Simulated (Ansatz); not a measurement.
# BHS (triplet): the correlation ladder, def2-QZVPP

The task here is to estimate one member of a computed series from the others.

Computed with Ansatz 0.2.0, Gaussian basis. Level: def2-QZVPP, core rule «outside noble gas», up to 6 orbitals frozen.

The runs, in order: UHF; ROHF; CCSD(T) on UHF.

2 further runs of the same task are left out: 2 set aside as unsound or not needed.

### The system

The geometry is a PBE0/def2-TZVP stationary point (not a proven minimum).

3 atoms, charge 0, spin multiplicity 3.

Atoms are counted from 1 here; the program's logs count them from 0.

Bond lengths: B1–S2 1.769 Å, B1–H3 1.201 Å. Angles: S2–B1–H3 116.3°.

The first run:

in.yaml reads:

```yaml
crystal:
  periodic: [false, false, false]
  atoms:
    - {symbol: B, position_ang: [0.000000, -0.194210, 1.266050]}
    - {symbol: S, position_ang: [0.000000, 0.040248, -0.487697]}
    - {symbol: H, position_ang: [0.000000, 0.802670, 1.935360]}
basis:
  gaussian: {orbitals: "def2-QZVPP.json"}
magnetization: {spin_polarized: true, initial_magnetization: 2}
hamiltonian: {xc: hf}
output: {orbitals: {seedname: orbitals}}
```

The run is started by

```sh
$ ansatz run in.yaml --threads 1 --pin off --events-out ev --progress --plain --max-ram 2393MiB
```

Steps of the session up to this table: UHF; ROHF; CCSD(T) on UHF.

One table of the session follows, with a row left open; its other results are not shown here.

```
  method  from UCCSD(T) (meV)
    ROHF              +7681.2
     UHF                    ?
    UMP2              +1154.0
   UCCSD               +344.3
UCCSD(T)                    0
```

Estimate the missing values for UHF.

The run gave: from UCCSD(T) (meV): +7498.9. In the column «from UCCSD(T) (meV)» it lies between UMP2 (+1154.0) and ROHF (+7681.2).
